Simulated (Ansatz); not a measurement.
## 3C-SiC, zone-centre LO phonon frequency

Reference value: 972 cm⁻¹ (measured, temperature not stated, not corrected to a static lattice; as tabulated in Wang et al. (1996), arXiv:mtrl-th/9510002).

Q: What do LDA, PBE, r²SCAN give, and how far is each from the reference?

A: 
| level (code) | value (cm⁻¹) | cell (Å³/atom) | difference (%) |
|---|---|---|---|
| LDA (Ansatz) | 973 | 10.14 | +0.1 |
| PBE (Ansatz) | 944 | 10.50 | -2.9 |
| r²SCAN (Ansatz) | 979 | 10.33 | +0.7 |

With a margin of 3.0 % (twice that across the reference) picked here for doubts on the reference and the settings, and for temperature and zero-point motion, these levels can't be ranked. Within 5 %: LDA, PBE, r²SCAN.

The measured value isn't corrected to a static lattice, so vibrations enter the comparison.  Each level is taken at its own relaxed cell. Cutoffs and k meshes differ between the levels. Ansatz's density-functional and Hartree–Fock values are scalar-relativistic unless marked +SOC, with PAW data made under PBE.

Differences are worked out from the printed values.

Ansatz is an electronic-structure program.
